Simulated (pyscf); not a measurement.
This saddle point was located with ωB97X-D3(BJ)/def2-SVP in PySCF.

```xyz
3

I     -0.4479    -0.6473     0.7347
H     -0.2618     0.7785     1.8050
H     -0.7297    -1.4699    -0.8324
```
Charge 0, spin multiplicity 2.

Surface: doublet, charge 0. Lowest wavenumbers (cm⁻¹): 485i, 600, 1708.

Q: Name the species on either side of this saddle.

A: HI + H• ⇌ HI + H•, an atom transfer read from left to right: H–I broken and H–I formed. At CCSD(T)/def2-TZVPP + ΔMP2(QZVPP) it lies +0.21 eV from the left side and +0.21 eV from the right (each side as separated species at their lowest minima found). The angle at the transferred I is 155°. The CCSD(T) − MP2 part came from Ansatz, without density fitting, on the same reference. The frozen core leaves the outer d or s,p core shells of the metals and heavy elements correlated in the MP2 and CC values, and def2-TZVPP describes them poorly, which can shift differences by a few kcal/mol. Elements past Kr carry the def2 core potentials, without spin-orbit coupling.
